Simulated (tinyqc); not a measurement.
Inside a calculation (part 2 of 2). Method: CCD on RHF in the sto-6g basis, for NH3, spin multiplicity 1. Computed by tinyqc, a small Python program that keeps every step (integrals from PySCF). Command: `OMP_NUM_THREADS=1 python tinyqc.py 30465 30466 out.jsonl` (the two numbers bound the seeds that draw the settings). One thread of a shared host (Intel(R) Xeon(R) Processor @ 2.60GHz), about 0.2 s of CPU time with the checks.

Geometry (angstrom):

| atom | x | y | z |
|---|---|---|---|
| N | 0.000000 | 0.000000 | 0.400000 |
| H | 1.000000 | 0.000000 | 0.000000 |
| H | -0.500000 | 0.866000 | 0.000000 |
| H | -0.500000 | -0.866000 | 0.000000 |

## Iteration 8 (converged): orbitals

converged F (hartree):
```
             1N 1s      1N 2s     1N 2px     1N 2py     1N 2pz      2H 1s      3H 1s      4H 1s
1N 1s   -15.506718  -3.740436   0.000000   0.000000   0.023666  -0.852516  -0.852556  -0.852556
1N 2s    -3.740436  -1.820047   0.000007   0.000000   0.096377  -0.788032  -0.788057  -0.788057
1N 2px    0.000000   0.000007  -0.274369   0.000000  -0.000004  -0.422386   0.211201   0.211201
1N 2py    0.000000   0.000000   0.000000  -0.274372   0.000000   0.000000  -0.365800   0.365800
1N 2pz    0.023666   0.096377  -0.000004   0.000000  -0.321903   0.206283   0.206289   0.206289
2H 1s    -0.852516  -0.788032  -0.422386   0.000000   0.206283  -0.468623  -0.270956  -0.270956
3H 1s    -0.852556  -0.788057   0.211201  -0.365800   0.206289  -0.270956  -0.468644  -0.270971
4H 1s    -0.852556  -0.788057   0.211201   0.365800   0.206289  -0.270956  -0.270971  -0.468644
```

X:
```
                1          2          3          4          5          6          7          8
1N 1s   -0.303743   0.000000  -0.000022   0.763217   0.614402   0.000000   0.000005   0.132056
1N 2s    1.340291   0.000000   0.000068  -0.194919   0.227962   0.000000   0.000010   0.413804
1N 2px  -0.000070   0.000000   0.974736   0.000003  -0.000003   0.000000   0.653752  -0.000008
1N 2py   0.000000   0.974734   0.000000   0.000000   0.000000   0.653758   0.000000   0.000000
1N 2pz  -0.419917   0.000000  -0.000017  -0.654751   0.697655   0.000000   0.000000  -0.130654
2H 1s   -0.625837   0.000000  -0.963676  -0.116171  -0.092691   0.000000   0.440857   0.303218
3H 1s   -0.625939  -0.834550   0.481788  -0.116166  -0.092687   0.381786  -0.220420   0.303229
4H 1s   -0.625939   0.834550   0.481788  -0.116166  -0.092687  -0.381786  -0.220420   0.303229
```

Diagonalise F' = X^T F X, C = X C', fill 5 alpha and 5 beta electrons from the bottom; D = 2 C_occ C_occ^T. Each column has its largest component positive (the first on a tie).

F' = X^T F X (hartree):
```
           1         2          3          4          5          6          7          8
1   0.317826  0.000000  -0.000039   1.129116   0.801226   0.000000   0.000000   0.014668
2   0.000000  0.654229   0.000000   0.000000   0.000000   0.078024   0.000000   0.000000
3  -0.000039  0.000000   0.654223   0.000111   0.000087   0.000000   0.078019   0.000017
4   1.129116  0.000000   0.000111  -7.726277  -6.932637   0.000000  -0.000078  -2.862686
5   0.801226  0.000000   0.000087  -6.932637  -6.816596   0.000000  -0.000075  -2.733147
6   0.000000  0.078024   0.000000   0.000000   0.000000  -0.540100   0.000000   0.000000
7   0.000000  0.000000   0.078019  -0.000078  -0.000075   0.000000  -0.540101  -0.000032
8   0.014668  0.000000   0.000017  -2.862686  -2.733147   0.000000  -0.000032  -2.133497
```

orbital energies (hartree): MO1 -15.509645, MO2 -1.058185, MO3 -0.545176, MO4 -0.545176, MO5 -0.348474, MO6 0.557760, MO7 0.659298, MO8 0.659304

coefficients C:
```
              MO1        MO2        MO3        MO4        MO5        MO6        MO7        MO8
1N 1s    0.996243  -0.209936   0.000000  -0.000003  -0.082526  -0.162189   0.000021   0.000000
1N 2s    0.018533   0.757695   0.000000   0.000018   0.443695   1.134135  -0.000156   0.000000
1N 2px   0.000000  -0.000007   0.000000   0.589102  -0.000007   0.000115   1.015116   0.000000
1N 2py   0.000000   0.000000   0.589104   0.000000   0.000000   0.000000   0.000000   1.015116
1N 2pz  -0.003317  -0.120065   0.000000   0.000007   0.885357  -0.557260   0.000074   0.000000
2H 1s   -0.003805   0.158908   0.000000   0.502475  -0.140711  -0.678872  -0.932906   0.000000
3H 1s   -0.003805   0.158915   0.435156  -0.251235  -0.140702  -0.678712   0.466585  -0.808007
4H 1s   -0.003805   0.158915  -0.435156  -0.251235  -0.140702  -0.678712   0.466585   0.808007
```

D after iteration 8:
```
            1N 1s      1N 2s     1N 2px     1N 2py     1N 2pz      2H 1s      3H 1s      4H 1s
1N 1s    2.086767  -0.354440   0.000000   0.000000  -0.102328  -0.051080  -0.051080  -0.051080
1N 2s   -0.354440   1.542622   0.000004   0.000000   0.603589   0.115818   0.115811   0.115811
1N 2px   0.000000   0.000004   0.694081   0.000000  -0.000003   0.592017  -0.296006  -0.296006
1N 2py   0.000000   0.000000   0.000000   0.694088   0.000000   0.000000   0.512704  -0.512704
1N 2pz  -0.102328   0.603589  -0.000003   0.000000   1.596565  -0.287285  -0.287282  -0.287282
2H 1s   -0.051080   0.115818   0.592017   0.000000  -0.287285   0.595093  -0.162347  -0.162347
3H 1s   -0.051080   0.115811  -0.296006   0.512704  -0.287282  -0.162347   0.595090  -0.162351
4H 1s   -0.051080   0.115811  -0.296006  -0.512704  -0.287282  -0.162347  -0.162351   0.595090
```

Within a degenerate level the vectors are fixed only up to a rotation; this is one choice.

## Convergence

Stop when the energy changes by less than 1e-10 hartree and every element of the error matrix X^T (F D S - S D F) X is below 3e-06.

Course of the cycle:

| iteration | E (hartree) | change | largest element of the error matrix |
|---|---|---|---|
| 1 | -55.69952362 | - | 5.58e-01 |
| 2 | -55.96472999 | -2.65e-01 | 1.57e-01 |
| 3 | -55.97956534 | -1.48e-02 | 2.98e-02 |
| 4 | -55.98116744 | -1.60e-03 | 8.57e-03 |
| 5 | -55.98129581 | -1.28e-04 | 1.92e-03 |
| 6 | -55.98130342 | -7.61e-06 | 3.20e-05 |
| 7 | -55.98130342 | -1.53e-09 | 3.34e-07 |
| 8 | -55.98130342 | -1.14e-13 | 4.08e-09 |

PySCF RHF in the same basis = -55.98130342 hartree

Converged in 8 iterations.

## Integrals over molecular orbitals

core Hamiltonian H = T + V (hartree):
```
             1N 1s      1N 2s     1N 2px     1N 2py     1N 2pz      2H 1s      3H 1s      4H 1s
1N 1s   -25.911072  -5.663961   0.000001   0.000000   0.016492  -1.290853  -1.290914  -1.290914
1N 2s    -5.663961  -7.643443   0.000008   0.000000   0.183828  -2.992006  -2.992103  -2.992103
1N 2px    0.000001   0.000008  -6.408420   0.000000  -0.000003  -2.155504   1.077800   1.077800
1N 2py    0.000000   0.000000   0.000000  -6.408419   0.000000   0.000000  -1.866746   1.866746
1N 2pz    0.016492   0.183828  -0.000003   0.000000  -6.307388   0.912842   0.912880   0.912880
2H 1s    -1.290853  -2.992006  -2.155504   0.000000   0.912842  -4.442611  -1.047484  -1.047484
3H 1s    -1.290914  -2.992103   1.077800  -1.866746   0.912880  -1.047484  -4.442675  -1.047545
4H 1s    -1.290914  -2.992103   1.077800   1.866746   0.912880  -1.047484  -1.047545  -4.442675
```

Given earlier and not repeated: Two-electron integrals (ij|kl) in chemists' order.

(pq|rs) = sum C_ip C_jq C_kr C_ls (ij|kl), one index at a time.

one-electron integrals over orbitals h = C^T H C (hartree):
```
            1          2          3          4          5          6          7          8
1  -25.898312   0.448051   0.000000   0.000007   0.170070   0.349453  -0.000044   0.000000
2    0.448051  -6.354737   0.000000   0.000001  -0.225109  -1.285434   0.000176   0.000000
3    0.000000   0.000000  -5.423985   0.000000   0.000000   0.000000   0.000000  -1.316847
4    0.000007   0.000001   0.000000  -5.423963  -0.000015  -0.000176  -1.316861   0.000000
5    0.170070  -0.225109   0.000000  -0.000015  -6.108260   0.520301  -0.000047   0.000000
6    0.349453  -1.285434   0.000000  -0.000176   0.520301  -4.614522  -0.000029   0.000000
7   -0.000044   0.000176   0.000000  -1.316861  -0.000047  -0.000029  -4.912245   0.000000
8    0.000000   0.000000  -1.316847   0.000000   0.000000   0.000000   0.000000  -4.912241
```

Two-electron integrals over orbitals (pq|rs), unique and non-zero (hartree):
```
(11|11) 4.143428    (21|11) -0.351855   (21|21) 0.048196    (22|11) 0.846448
(22|21) -0.010304   (22|22) 0.605693    (31|31) 0.009219    (32|31) 0.014354
(32|32) 0.121065    (33|11) 0.694483    (33|21) -0.003397   (33|22) 0.549284
(33|33) 0.567997    (41|11) -0.000006   (41|21) 6.30e-07    (41|22) -6.48e-07
(41|33) -0.002553   (41|41) 0.009219    (42|11) 1.54e-06    (42|21) -3.46e-07
(42|22) -3.56e-06   (42|33) -0.046753   (42|41) 0.014354    (42|42) 0.121062
(43|31) -0.002552   (43|32) -0.046752   (43|43) 0.043796    (44|11) 0.694479
(44|21) -0.003397   (44|22) 0.549279    (44|33) 0.480402    (44|41) 0.002553
(44|42) 0.046755    (44|44) 0.567996    (51|11) -0.141339   (51|21) 0.016642
(51|22) -0.012693   (51|33) -0.004202   (51|41) 3.61e-07    (51|42) -1.85e-08
(51|44) -0.004202   (51|51) 0.026259    (52|11) 0.081119    (52|21) -0.006994
(52|22) -0.013887   (52|33) -0.001231   (52|41) -5.76e-08   (52|42) -4.11e-08
(52|44) -0.001232   (52|51) 0.019648    (52|52) 0.101342    (53|31) 0.003080
(53|32) -0.003835   (53|43) 0.009820    (53|53) 0.029675    (54|11) 3.99e-06
(54|21) -2.07e-07   (54|22) 8.97e-07    (54|33) 0.009821    (54|41) 0.003080
(54|42) -0.003836   (54|44) -0.009820   (54|51) 3.53e-07    (54|52) 1.69e-06
(54|54) 0.029675    (55|11) 0.933656    (55|21) -0.011974   (55|22) 0.596251
(55|33) 0.533115    (55|41) -8.99e-08   (55|42) 9.91e-07    (55|44) 0.533113
(55|51) 0.012628    (55|52) 0.090653    (55|54) 3.19e-06    (55|55) 0.754466
(61|11) -0.290322   (61|21) 0.041578    (61|22) -0.004969   (61|33) -0.001553
(61|41) 2.12e-06    (61|42) 2.07e-06    (61|44) -0.001552   (61|51) 0.005747
(61|52) -0.014570   (61|54) 2.13e-07    (61|55) -0.015982   (61|61) 0.039534
(62|11) 0.316953    (62|21) -0.008530   (62|22) 0.123923    (62|33) 0.074983
(62|41) 1.10e-06    (62|42) 4.67e-06    (62|44) 0.074979    (62|51) -0.014676
(62|52) -0.015298   (62|54) 2.81e-06    (62|55) 0.122141    (62|61) -0.002214
(62|62) 0.093685    (63|31) 0.004742    (63|32) -0.024515   (63|43) 0.032585
(63|53) 0.013180    (63|63) 0.057132    (64|11) 0.000040    (64|21) -8.43e-07
(64|22) 0.000016    (64|33) 0.032599    (64|41) 0.004742    (64|42) -0.024525
(64|44) -0.032580   (64|51) -1.18e-07   (64|52) 0.000005    (64|54) 0.013184
(64|55) 0.000020    (64|61) 6.15e-08    (64|62) 0.000014    (64|64) 0.057146
(65|11) -0.109399   (65|21) -0.001448   (65|22) -0.058667   (65|33) -0.028512
(65|41) 7.88e-07    (65|42) 0.000006    (65|44) -0.028507   (65|51) 0.010063
(65|52) 0.024062    (65|54) 2.00e-06    (65|55) -0.053318   (65|61) -0.005745
(65|62) -0.051194   (65|64) -0.000007   (65|65) 0.036978    (66|11) 0.721116
(66|21) -0.007925   (66|22) 0.531641    (66|33) 0.494840    (66|41) 2.28e-06
(66|42) 0.000022    (66|44) 0.494862    (66|51) -0.020576   (66|52) -0.052347
(66|54) -4.49e-06   (66|55) 0.485920    (66|61) 0.000902    (66|62) 0.087514
(66|64) -4.00e-06   (66|65) -0.048234   (66|66) 0.522642    (71|11) 0.000037
(71|21) -0.000006   (71|22) 9.91e-08    (71|33) -0.003165   (71|41) 0.013548
(71|42) 0.019546    (71|44) 0.003166    (71|51) -8.93e-07   (71|52) 1.62e-06
(71|54) 0.004575    (71|55) 1.93e-06    (71|61) -2.81e-06   (71|62) 2.15e-06
(71|64) 0.006539    (71|65) 1.75e-06    (71|66) 3.47e-06    (71|71) 0.019971
(72|11) -0.000043   (72|21) 1.04e-06    (72|22) -0.000017   (72|33) 0.014415
(72|41) 0.011360    (72|42) 0.030483    (72|44) -0.014434   (72|51) 1.70e-06
(72|52) 6.17e-07    (72|54) 0.021429    (72|55) -0.000017   (72|61) 2.23e-06
(72|62) -0.000006   (72|64) 0.038865    (72|65) 0.000008    (72|66) -0.000011
(72|71) 0.015812    (72|72) 0.054176    (73|31) 0.002200    (73|32) 0.041545
(73|43) -0.014349   (73|53) -0.009530   (73|63) -0.028226   (73|73) 0.034495
(74|11) 0.303419    (74|21) -0.005784   (74|22) 0.108884    (74|33) 0.087610
(74|41) -0.002201   (74|42) -0.041537   (74|44) 0.058924    (74|51) 0.000503
(74|52) 0.042901    (74|54) 0.009529    (74|55) 0.153131    (74|61) -0.005489
(74|62) 0.077828    (74|64) 0.028235    (74|65) -0.030595   (74|66) 0.044280
(74|71) -0.003252   (74|72) 0.004772    (74|74) 0.136437    (75|11) 0.000010
(75|21) 1.60e-07    (75|22) 4.58e-06    (75|33) -0.018370   (75|41) 0.006693
(75|42) 0.046003    (75|44) 0.018376    (75|51) -1.35e-06   (75|52) -4.09e-06
(75|54) 0.018470    (75|55) 4.23e-06    (75|61) 1.89e-06    (75|62) 0.000007
(75|64) -0.017170   (75|65) 8.50e-07    (75|66) 0.000014    (75|71) 0.009567
(75|72) 0.013956    (75|74) -0.017515   (75|75) 0.041433    (76|11) 3.75e-06
(76|21) -1.80e-08   (76|22) -2.08e-06   (76|33) -0.047599   (76|41) 0.010870
(76|42) 0.095322    (76|44) 0.047605    (76|51) 2.14e-06    (76|52) 0.000007
(76|54) -0.016442   (76|55) 0.000007    (76|61) 9.86e-07    (76|62) -4.79e-07
(76|64) -0.042545   (76|65) 0.000008    (76|66) 0.000021    (76|71) 0.015089
(76|72) 0.002694    (76|74) -0.046717   (76|75) 0.035305    (76|76) 0.101213
(77|11) 0.785116    (77|21) -0.007873   (77|22) 0.547280    (77|33) 0.484262
(77|41) -0.000011   (77|42) 0.029519    (77|44) 0.557699    (77|51) -0.002869
(77|52) 0.014284    (77|54) -0.013082   (77|55) 0.554669    (77|61) -0.006000
(77|62) 0.081202    (77|64) -0.037239   (77|65) -0.026425   (77|66) 0.499611
(77|71) -0.000277   (77|72) -0.023761   (77|74) 0.071859    (77|75) 0.012556
(77|76) 0.041343    (77|77) 0.577229    (81|31) 0.013548    (81|32) 0.019546
(81|43) -0.003165   (81|53) 0.004575    (81|63) 0.006540    (81|73) 0.003252
(81|81) 0.019971    (82|31) 0.011360    (82|32) 0.030481    (82|43) 0.014426
(82|53) 0.021429    (82|63) 0.038864    (82|73) -0.004792   (82|81) 0.015812
(82|82) 0.054177    (83|11) 0.303417    (83|21) -0.005784   (83|22) 0.108880
(83|33) 0.058921    (83|41) 0.002200    (83|42) 0.041544    (83|44) 0.087612
(83|51) 0.000503    (83|52) 0.042901    (83|54) -0.009527   (83|55) 0.153130
(83|61) -0.005488   (83|62) 0.077828    (83|64) -0.028215   (83|65) -0.030590
(83|66) 0.044301    (83|71) 0.003253    (83|72) -0.004797   (83|74) 0.069711
(83|75) 0.017523    (83|76) 0.046731    (83|77) 0.097034    (83|83) 0.136444
(84|31) 0.002201    (84|32) 0.041544    (84|43) -0.014346   (84|53) -0.009528
(84|63) -0.028219   (84|73) 0.032251    (84|81) 0.003253    (84|82) -0.004787
(84|84) 0.034489    (85|31) 0.006693    (85|32) 0.046003    (85|43) -0.018371
(85|53) 0.018471    (85|63) -0.017165   (85|73) 0.017521    (85|81) 0.009567
(85|82) 0.013955    (85|84) 0.017520    (85|85) 0.041432    (86|31) 0.010870
(86|32) 0.095315    (86|43) -0.047591   (86|53) -0.016438   (86|63) -0.042524
(86|73) 0.046728    (86|81) 0.015089    (86|82) 0.002698    (86|84) 0.046724
(86|85) 0.035301    (86|86) 0.101192    (87|31) 0.000006    (87|32) -0.029555
(87|43) 0.036736    (87|53) 0.013088    (87|63) 0.037263    (87|73) -0.012612
(87|81) 0.000272    (87|82) 0.023750    (87|84) -0.012607   (87|85) -0.012566
(87|86) -0.041366   (87|87) 0.040616    (88|11) 0.785116    (88|21) -0.007873
(88|22) 0.547282    (88|33) 0.557712    (88|41) 0.000008    (88|42) -0.029543
(88|44) 0.484249    (88|51) -0.002869   (88|52) 0.014284    (88|54) 0.013088
(88|55) 0.554668    (88|61) -0.006000   (88|62) 0.081207    (88|64) 0.037273
(88|65) -0.026429   (88|66) 0.499591    (88|71) 0.000275    (88|72) 0.023738
(88|74) 0.097043    (88|75) -0.012560   (88|76) -0.041361   (88|77) 0.496048
(88|83) 0.071842    (88|88) 0.577250
```

## CCD: starting amplitudes

t_ij^ab = <ij||ab> / (e_i + e_j - e_a - e_b), whose energy is MP2.

Starting amplitudes (spin orbitals 1a, 1b, ...; amplitudes related by a flip of all spins are not repeated; the 24 largest):

| from | to | t |
|---|---|---|
| 3a 3b | 8a 8b | -0.056640 |
| 4a 4b | 7a 7b | -0.056638 |
| 2a 2b | 6a 6b | -0.028988 |
| 3a 4b | 7b 8a | 0.028938 |
| 2a 4b | 6a 7b | -0.027595 |
| 2a 3b | 6a 8b | -0.027594 |
| 4a 4b | 6a 6b | -0.025907 |
| 3a 3b | 6a 6b | -0.025900 |
| 5a 5b | 7a 7b | -0.020557 |
| 5a 5b | 8a 8b | -0.020556 |
| 5a 5b | 6a 6b | -0.020402 |
| 2a 5b | 6a 6b | 0.020298 |
| 2a 2b | 7a 7b | -0.015772 |
| 2a 2b | 8a 8b | -0.015772 |
| 3a 4a | 7a 8a | 0.015550 |
| 4a 5b | 6b 7a | -0.014495 |
| 3a 5b | 6b 8a | -0.014493 |
| 3a 3b | 7a 7b | -0.014319 |
| 4a 4b | 8a 8b | -0.014317 |
| 2a 4a | 6a 7a | -0.013815 |
| 2a 3a | 6a 8a | -0.013815 |
| 2a 4b | 6b 7a | 0.013780 |
| 2a 3b | 6b 8a | 0.013780 |
| 3a 4b | 7a 8b | -0.013388 |

correlation energy = -0.05441773 hartree

## CCD: amplitude update 1

t_ij^ab D_ij^ab are set to the remaining terms of the spin-orbital equations, evaluated with the old amplitudes; for the doubles these are <ij||ab> + 1/2 <ab||ef> t_ij^ef + 1/2 <mn||ij> t_mn^ab + P(ij)P(ab) <mb||ej> t_im^ae + terms in t^2, D the orbital-energy denominators.

Amplitudes after update 1 (spin orbitals 1a, 1b, ...; amplitudes related by a flip of all spins are not repeated; the 24 largest):

| from | to | t |
|---|---|---|
| 3a 3b | 8a 8b | -0.072100 |
| 4a 4b | 7a 7b | -0.072096 |
| 3a 4b | 7b 8a | 0.034529 |
| 4a 4b | 6a 6b | -0.034338 |
| 3a 3b | 6a 6b | -0.034329 |
| 2a 4b | 6a 7b | -0.034168 |
| 2a 3b | 6a 8b | -0.034167 |
| 2a 2b | 6a 6b | -0.034017 |
| 2a 5b | 6a 6b | 0.027566 |
| 5a 5b | 7a 7b | -0.025357 |
| 5a 5b | 8a 8b | -0.025356 |
| 5a 5b | 6a 6b | -0.024837 |
| 2a 4b | 6b 7a | 0.021126 |
| 2a 3b | 6b 8a | 0.021126 |
| 3a 4b | 7a 8b | -0.020468 |
| 2a 2b | 7a 7b | -0.018126 |
| 2a 2b | 8a 8b | -0.018126 |
| 4a 5b | 6b 7a | -0.018004 |
| 3a 5b | 6b 8a | -0.018000 |
| 4a 4b | 6a 7b | -0.017381 |
| 3a 3b | 6a 7b | 0.017376 |
| 3a 4b | 6a 8b | 0.017372 |
| 3a 4b | 6b 8a | -0.017370 |
| 3a 3b | 7a 7b | -0.017110 |

correlation energy = -0.06842271 hartree

## CCD: convergence

E_corr = 1/4 sum <ij||ab> t_ij^ab; stop when the norm of the change is below 1e-8.

Course of the amplitude iterations:

| update | correlation energy (hartree) | norm of the change |
|---|---|---|
| 0 | -0.05441773 | - |
| 1 | -0.06842271 | 8.63e-02 |
| 2 | -0.07285592 | 3.27e-02 |
| 3 | -0.07553372 | 1.35e-02 |
| 4 | -0.07553290 | 1.57e-03 |
| 5 | -0.07554218 | 3.07e-04 |
| 6 | -0.07554160 | 3.15e-05 |
| 7 | -0.07554189 | 4.77e-06 |
| 8 | -0.07554182 | 9.13e-07 |
| 9 | -0.07554182 | 1.36e-07 |
| 10 | -0.07554182 | 4.28e-08 |
| 11 | -0.07554182 | 6.02e-09 |

Converged amplitudes (spin orbitals 1a, 1b, ...; amplitudes related by a flip of all spins are not repeated; the 24 largest):

| from | to | t |
|---|---|---|
| 3a 3b | 8a 8b | -0.081305 |
| 4a 4b | 7a 7b | -0.081301 |
| 4a 4b | 6a 6b | -0.038639 |
| 3a 3b | 6a 6b | -0.038628 |
| 3a 4b | 7b 8a | 0.037003 |
| 2a 2b | 6a 6b | -0.036957 |
| 2a 4b | 6a 7b | -0.036872 |
| 2a 3b | 6a 8b | -0.036872 |
| 2a 5b | 6a 6b | 0.032257 |
| 5a 5b | 6a 6b | -0.027920 |
| 5a 5b | 7a 7b | -0.026786 |
| 5a 5b | 8a 8b | -0.026785 |
| 3a 4b | 7a 8b | -0.026717 |
| 2a 4b | 6b 7a | 0.026539 |
| 2a 3b | 6b 8a | 0.026538 |
| 4a 5b | 6b 7a | -0.020217 |
| 3a 5b | 6b 8a | -0.020213 |
| 4a 4b | 6a 7b | -0.019995 |
| 3a 3b | 6a 7b | 0.019990 |
| 3a 4b | 6a 8b | 0.019984 |
| 3a 4b | 6b 8a | -0.019983 |
| 2a 2b | 7a 7b | -0.018333 |
| 2a 2b | 8a 8b | -0.018333 |
| 3a 3b | 7a 7b | -0.017595 |

CCD total energy = -56.05684524 hartree

Converged in 11 updates, with DIIS from the third.
